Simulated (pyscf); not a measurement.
F–Sn:–F [singlet] + H₂S → hydrogen fluoride (HF) + F–Sn:–SH [singlet], a four-centre exchange (singlet surface; F–Sn, H–S broken, F–H, S–Sn formed). Optimised with ωB97X-D3(BJ)/def2-SVP in PySCF. Correlated levels are frozen-core, on RHF or UHF. ΔMP2 is the change of the MP2 total energy from the triple- to the quadruple-zeta basis. Energies in kcal/mol from the separated reactants.

Small-basis levels: PySCF, no dispersion term, spherical d functions. AM1 to PM7: differences of heats of formation from MOPAC, which are fitted to 298 K values and so differ in kind from electronic energies by zero-point and thermal terms. GFN2-xTB: tblite. 

| level | barrier | reaction energy |
|---|---|---|
| MP2/6-31G*+LANL2DZ | 7.4 | +18.0 |
| SVWN5/6-31G*+LANL2DZ | -15.3 | +10.8 |
| BP86/6-31G*+LANL2DZ | -2.3 | +13.6 |
| B3LYP/LANL2DZ | 4.1 | +13.1 |
| B3LYP/6-31G*+LANL2DZ | 2.5 | +15.9 |
| B3LYP/6-311+G**+LANL2DZ | 3.7 | +7.8 |
| PBE/def2-SVP | -11.1 | +4.0 |
| B3LYP/def2-SVP | -4.7 | +5.3 |
| GFN2-xTB | 10.9 | +12.7 |
| PM3 | 15.2 | +0.6 |
| PM6 | -2.3 | -6.1 |
| PM7 | 9.3 | -11.8 |
| CCSD(T)/def2-TZVPP + ΔMP2(QZVPP) | 0.0 | +2.2 |

Against the last row the barrier runs from -15.3 (SVWN5/6-31G*+LANL2DZ) to +15.1 kcal/mol (PM3). CCSD(T)/def2-TZVPP + ΔMP2(QZVPP) has limits of its own. On the reactant side the descent ends in an adduct with a S–Sn contact, 13.6 kcal/mol under the separated species and 9.5 kcal/mol under the saddle at ωB97X-D3(BJ)/def2-TZVP. On the product side the descent ends in a bound adduct, 9.7 kcal/mol under the separated species and 5.2 kcal/mol under the saddle at ωB97X-D3(BJ)/def2-TZVP. At CCSD(T) the saddle lies under the separated products, which points to a path from their complex (located at ωB97X-D3(BJ) alone), and parting the products costs more than the saddle. What is counted as formed (S–Sn) is already present as a longer contact in the reactant adduct; forming that adduct is a step of its own. At ωB97X-D3(BJ)/def2-TZVP the barrier from the zero used here is -4.1 kcal/mol. One saddle was located; it need not be the lowest between these sides. The CCSD(T) − MP2 part came from Ansatz, without density fitting, on the same reference. The frozen core leaves the outer d or s,p core shells of the metals and heavy elements correlated in the MP2 and CC values, and def2-TZVPP describes them poorly, which can shift differences by a few kcal/mol. In the def2 sets elements past Kr carry core potentials, without spin-orbit coupling.
